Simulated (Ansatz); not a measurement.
Species: Cl$_{2}$ (charge +1, doublet). 
Coordinates optimised at B3LYP-D3(BJ)/def2-TZVP (Ansatz, an electronic-structure program):
```
Cl
Cl 1 1.9100
```
Charge +1, spin multiplicity 2.

Basis-set convergence of Hartree-Fock and MP2 correlation energies (hartree) with Ansatz. Valence correlation only, unless marked. UHF or UKS for open shells. Spin-orbit coupling is left out. No relativistic terms.

```csv
basis,functions,E(HF),"E(corr, MP2)"
cc-pV(D+d)Z,46,-918.55661,-0.27256
cc-pV(T+d)Z,78,-918.60131,-0.36147
cc-pV(Q+d)Z,128,-918.60997,-0.39569
cc-pV(5+d)Z,200,-918.61153,-0.41032
```

Extrapolating the two largest sets (X = 4 and 5) as X^-3: E(corr) = (125·(-0.41032) - 64·(-0.39569))/61 = -0.4257 Eh, an estimate of the basis-set limit. The largest set recovers 96.4 % of it, the smallest 64.0 %.
